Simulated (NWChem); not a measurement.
# PBE/def2-TZVP run of BH2SF (SMILES FBS)

Aim: the vertical ionisation energy of BH2SF at PBE/def2-TZVP, from 2 runs. 

Program for the calculation: NWChem 7.3.0.

## (1) The system as given

The species is BH2SF (5 atoms), meant as a singlet with charge 0. As SMILES, `FBS`. The shape is that of a PBE0-D4/def2-TZVP optimisation. This is one conformer, not always the lowest.

Bond lengths: F1–B2 1.322 Å, B2–S3 1.794 Å, B2–H4 1.194 Å, S3–H5 1.342 Å. Angles: F1–B2–S3 117.9°, F1–B2–H4 119.5°, S3–B2–H4 122.6°, B2–S3–H5 94.9°.

## (2) The energy at PBE/def2-TZVP

sp.nw reads:

```
start sp
memory 2200 mb
geometry units angstrom noautosym nocenter noautoz
F     -1.119100    -0.905900    -1.069200
B     -0.412800    -0.339100    -0.106100
S      0.972400     0.698600    -0.579400
H     -0.712000    -0.530900     1.033700
H      1.321400     1.003700     0.679600
end
basis spherical bse
* library def2-TZVP
end
dft
xc xpbe96 cpbe96
grid fine
convergence energy 1e-08
iterations 100
mulliken
print low
end
task dft energy
```

Command:

```
$ nwchem sp.nw > sp.out
```

Log:

```text
[...]
 d= 0,ls=0.0,diis     1   -523.8425722601 -6.10D+02  7.81D-03  1.13D+00     2.4
[...]
 d= 0,ls=0.0,diis    11   -523.9197814430 -4.95D-09  1.58D-07  4.39D-10    20.7
         Total DFT energy =     -523.919781442996
      One electron energy =     -895.865668592055
           Coulomb energy =      325.975508821208
    Exchange-Corr. energy =      -40.665254859876
 Nuclear repulsion energy =       86.635633187726
[...]
      Total Density - Mulliken Population Analysis
     ---------------------------------------------
    Atom       Charge   Shell Charges
 -----------   ------   -------------------------------------------------------
    1 F    9     9.18   0.77  1.20  0.62  0.95  0.35  2.29  2.08  0.90  0.00  0.01  0.00
    2 B    5     4.80   0.91  1.05  0.53  0.39  0.06  0.98  0.56  0.09  0.08  0.11  0.03
    3 S   16    16.19   2.01  0.47  1.49  1.11  0.73  4.19  1.66  0.96  2.39  1.09  0.03  0.06  0.01
    4 H    1     1.00   0.26  0.50  0.23  0.01
    5 H    1     0.84   0.24  0.46  0.11  0.02
[...]
```

Wall time 21 s (1 thread of Intel Xeon Platinum 8488C (Sapphire Rapids), shared host); peak memory 0.12 GiB.

## (3) The doublet cation, same level

bfh2s.nw reads:

```
START bfh2s
TITLE "BFH2S"
memory 2200 mb
charge 1

GEOMETRY units au noautosym nocenter noautoz
  F     -2.11479251    -1.71190290    -2.02049517
  B     -0.78007894    -0.64080613    -0.20049994
  S      1.83756968     1.32016267    -1.09490732
  H     -1.34548500    -1.00325560     1.95340990
  H      2.49708410     1.89671811     1.28425787
END

BASIS spherical bse
  * library def2-TZVP
END

DFT
  xc xpbe96 cpbe96
  mult 2
  grid fine
  convergence energy 1e-08
  iterations 100
  mulliken
  noprint "final vectors analysis"
END

TASK dft
```

Command:

```
$ nwchem bfh2s.nw > bfh2s.out
```

Log:

```text
[...]
          Wavefunction type:  spin polarized.
          No. of atoms     :     5
          No. of electrons :    31
[...]
          Charge           :     1
          Spin multiplicity:     2
[...]
          AO basis - number of functions:   111
[...]
              XC Information
              --------------
          PerdewBurkeErnzerhof Exchange Functional  1.000
            Perdew 1991 LDA Correlation Functional  1.000 local
           PerdewBurkeErnz. Correlation Functional  1.000 non-local
[...]
 d= 0,ls=0.0,diis     1   -523.2335784988 -6.10D+02  9.00D-03  1.12D+00     2.9
[...]
 d= 0,ls=0.5,diis    17   -523.5210926053 -9.34D-09  4.44D-07  2.20D-09    42.5
[...]
         Total DFT energy =     -523.521092609330
      One electron energy =     -886.507244364123
           Coulomb energy =      316.712122482274
    Exchange-Corr. energy =      -40.361597662073
 Nuclear repulsion energy =       86.635626934593
[...]
      Total Density - Mulliken Population Analysis
     ---------------------------------------------
    Atom       Charge   Shell Charges
 -----------   ------   -------------------------------------------------------
    1 F    9     9.04   0.77  1.20  0.63  0.96  0.35  2.27  2.06  0.78  0.00  0.01  0.00
    2 B    5     4.78   0.91  1.05  0.55  0.45  0.03  0.97  0.57  0.03  0.07  0.11  0.03
    3 S   16    15.57   2.01  0.47  1.49  1.20  0.70  4.18  1.66  0.93  2.23  0.60  0.03  0.07  0.01
    4 H    1     0.88   0.26  0.47  0.14  0.01
    5 H    1     0.73   0.24  0.43  0.05  0.02
[...]
      <S2> =      0.7541 (Exact =     0.7500)
[...]
```

Run time: 46 s. Hardware: 1 thread of Intel Xeon Platinum 8488C (Sapphire Rapids), shared host; peak memory 0.12 GiB.

## (4) Results

At PBE/def2-TZVP:

| quantity | value |
| --- | --- |
| singlet BH2SF: total energy | -523.91978 Eh |
| doublet cation: total energy | -523.52109 Eh |
| doublet cation: ⟨S²⟩ | 0.754 |
| vertical ionisation energy (to the doublet cation) | 10.849 eV |

Removing an electron at fixed nuclei costs 10.85 eV (1047 kJ/mol). Mulliken charges (singlet BH2SF) run from -0.19 on S3 to +0.20 on B2. Mulliken charges (doublet cation) run from -0.04 on F1 to +0.43 on S3.
